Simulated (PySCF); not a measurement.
C3H3NS, SMILES c1cscn1, point group Cs.

Force field and properties: PBE0/pcSseg-1 (PySCF, grid level 2). Vibrational terms come from second-order perturbation theory with semi-diagonal cubic constants, by steps of ±0.6 along the normal coordinates of each isotopologue. The parent has the commonest isotopes.

Equilibrium geometry (Å):

```csv
atom,x,y,z
C1,-0.6585,-0.7018,-0.0389
C2,-0.9457,0.4882,-0.6348
S3,0.4863,1.4260,-0.7811
C4,1.3611,0.1355,-0.0251
N5,0.6506,-0.8953,0.3041
H6,-1.3848,-1.4803,0.1727
H7,-1.9033,0.8518,-0.9864
H8,2.4305,0.2136,0.1479
```

An isotope shift is δ(isotopologue) − δ(parent), that is, the negative of the change in the averaged GIAO shielding; n counts bonds from the nearest label (0: the labelled atom itself). These are computed values; those of heavy atoms are rounded to 5 ppb, about the numerical noise. One-bond deuterium shifts of ¹³C at such levels come out too large, by a quarter to a half.

(1) What isotope shifts arise with ²H at 6?

(2) What isotope shifts arise with ¹⁵N at 5?

(3) What isotope shifts arise with ¹³C at 2, ²H at 6?

## Answers

(1) 
| nucleus | n | 0 K (ppb) | 298.15 K (ppb) |
| --- | --- | --- | --- |
| H6 | 0 | -89 | -86 |
| C1 | 1 | -245 | -235 |
| C2 | 2 | -130 | -110 |
| N5 | 2 | -230 | -200 |
| S3 | 3 | -245 | -190 |
| C4 | 3 | 25 | 20 |
| H7 | 3 | -2 | -2 |
| H8 | 4 | -1 | -1 |

(2) 
```json
{"nucleus": "N5", "n": "0", "0 K (ppb)": "-75", "298.15 K (ppb)": "-70"}
{"nucleus": "C1", "n": "1", "0 K (ppb)": "-15", "298.15 K (ppb)": "-15"}
{"nucleus": "C4", "n": "1", "0 K (ppb)": "-25", "298.15 K (ppb)": "-20"}
{"nucleus": "C2", "n": "2", "0 K (ppb)": "5", "298.15 K (ppb)": "5"}
{"nucleus": "S3", "n": "2", "0 K (ppb)": "-40", "298.15 K (ppb)": "-40"}
{"nucleus": "H6", "n": "2", "0 K (ppb)": "-1", "298.15 K (ppb)": "-1"}
{"nucleus": "H8", "n": "2", "0 K (ppb)": "-1", "298.15 K (ppb)": "-1"}
{"nucleus": "H7", "n": "3", "0 K (ppb)": "0", "298.15 K (ppb)": "0"}
```

(3) 
| nucleus | n | 0 K (ppb) | 298.15 K (ppb) |
| --- | --- | --- | --- |
| C2 | 0 | -170 | -150 |
| H6 | 0 | -90 | -86 |
| C1 | 1 | -270 | -255 |
| S3 | 1 | -385 | -315 |
| H7 | 1 | -5 | -5 |
| C4 | 2 | 15 | 15 |
| N5 | 2 | -225 | -195 |
| H8 | 3 | -1 | -1 |
